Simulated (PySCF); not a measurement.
Compound: isopropylamine, C3H9N.
Cartesian coordinates in Å at the GFN2-xTB level; atoms count from 1:
```xyz
13
C3H9N angstrom
C      1.3141   -0.4600    0.0141
C     -0.1372   -0.1281   -0.3228
C     -0.4675    1.3111    0.0651
N     -1.0041   -1.0230    0.4336
H      1.4663   -0.3737    1.0864
H      1.9881    0.2215   -0.4982
H      1.5536   -1.4774   -0.2881
H     -0.2755   -0.2363   -1.4171
H      0.2037    2.0035   -0.4361
H     -1.4903    1.5573   -0.2126
H     -0.3637    1.4298    1.1401
H     -1.9787   -0.8349    0.2256
H     -0.8133   -1.9894    0.1924
```

Computed with TDDFT PBE0/def2-SVPD, vertical, gas phase, core orbitals frozen in the response in PySCF 2.14.0, density-fitted response routines.

Ground-to-excited transition dipoles (e·a0, same axes as the geometry; the sign carries no meaning), for the states with f of 0.002 or more among the lowest 8:

| state | E (hartree) | μx | μy | μz |
| --- | --- | --- | --- | --- |
| S1 | 0.2297 | 0.220 | 0.219 | 0.086 |
| S3 | 0.2735 | -0.132 | -0.136 | 0.070 |
| S4 | 0.2819 | 0.024 | 0.044 | -0.726 |
| S5 | 0.3068 | -0.290 | 0.286 | 0.006 |
| S6 | 0.3169 | 0.052 | 0.060 | -0.164 |
| S7 | 0.3257 | 0.083 | 0.080 | 0.267 |
| S8 | 0.3288 | 0.364 | -0.361 | -0.010 |

Q: What oscillator strength does each state have?

A: f = (2/3) ΔE |μ|² with ΔE in hartree (27.2114 eV).

```tsv
state	|μ|² (au)	|μ| (D)	f
S1	0.104	0.82	0.016
S3	0.041	0.51	0.007
S4	0.530	1.85	0.100
S5	0.166	1.04	0.034
S6	0.033	0.46	0.007
S7	0.084	0.74	0.018
S8	0.263	1.30	0.058
```

Q: The point group is Cs. Which irreducible representation does each state belong to?

A: Polarised normal to the mirror plane, so A″: S5 and S8. Polarised in the mirror plane, so A′: S1, S3, S4, S6 and S7.

Q: What angle do the transition dipoles of S1 and S8 make?

A: |cos θ| = |μa·μb| / (|μa| |μb|) = 0.00, so θ ≈ 90° (taken between 0 and 90°, since the signs are arbitrary).

Q: What peak molar absorption coefficient would the strongest computed level give as a lone Gaussian band 0.5 eV wide at half height?

A: ε(max) = 2.175×10⁸ f / FWHM, with the width in cm⁻¹. S4: 2.175×10⁸ × 0.0996 / 4033 ≈ 5400 L mol⁻¹ cm⁻¹.

The run took 11 s of wall time on an Arm Neoverse V2 with one thread (shared host).

One conformer stands for the species.

Without π bonds the low states may be Rydberg-like; a valence basis with one diffuse set may place them up to an eV too high.
